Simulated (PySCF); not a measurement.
Planning a spin–spin coupling job on `C=C` (ethene).

Method: B3LYP/pcJ-1 indirect spin-spin coupling, non-relativistic, gas phase (PySCF 2.14.0, density-fitted response routines). Geometry: GFN2-xTB. Work: spin–spin couplings from 6 perturbed nuclei, density fitting. A driver script takes a list of jobs; this job's settings line and coordinates (Å) are shown.

Input:
```
{"job": {"kind": "j", "xc": "B3LYP", "basis": "pcJ-1"}, "charge": 0, "multiplicity": 1}
C      0.643762     0.132557    -0.048318
C     -0.642687    -0.132259     0.041249
H      1.017694     1.143123    -0.076982
H      1.385911    -0.647609    -0.097775
H     -1.384034     0.648524     0.090236
H     -1.017524    -1.142346     0.070015
```

Hardware: x86-64 server, one thread (shared host).

How large is the basis?

94 functions for 16 electrons, with 338 fitting functions; the fitted three-index integrals, 338 × 94 × 95/2 numbers of 8 bytes, come to 12 MiB.

What wall time should be expected on this hardware?

About 2.2 s. The SCF took 10 cycles.

The SCF part of the output:
```
coarse grid: 4656 points
cycle   1  E = -78.5553783034  dE =  2.030e-02  |g| = 3.096e-01  |ddm| = 1.748e+00
cycle   2  E = -78.5507713489  dE =  4.607e-03  |g| = 3.400e-01  |ddm| = 4.732e-01
cycle   3  E = -78.5810814748  dE = -3.031e-02  |g| = 4.060e-03  |ddm| = 2.446e-01
cycle   4  E = -78.5810846580  dE = -3.183e-06  |g| = 4.172e-04  |ddm| = 3.105e-03
final grid: 43904 points
cycle   5  E = -78.5986019193  dE = -3.902e-05  |g| = 4.145e-03  |ddm| = 8.758e-03
cycle   6  E = -78.5986011359  dE =  7.833e-07  |g| = 4.525e-03  |ddm| = 5.868e-03
cycle   7  E = -78.5986064010  dE = -5.265e-06  |g| = 1.366e-04  |ddm| = 3.101e-03
cycle   8  E = -78.5986063973  dE =  3.741e-09  |g| = 1.728e-04  |ddm| = 1.850e-04
cycle   9  E = -78.5986064049  dE = -7.578e-09  |g| = 1.655e-05  |ddm| = 1.176e-04
cycle  10  E = -78.5986064049  dE = -6.580e-11  |g| = 1.254e-06  |ddm| = 1.175e-05
converged SCF energy = -78.5986064049
```

On the final grid dE counts from the start density on that grid.

Times come from a shared host and carry two figures at best.
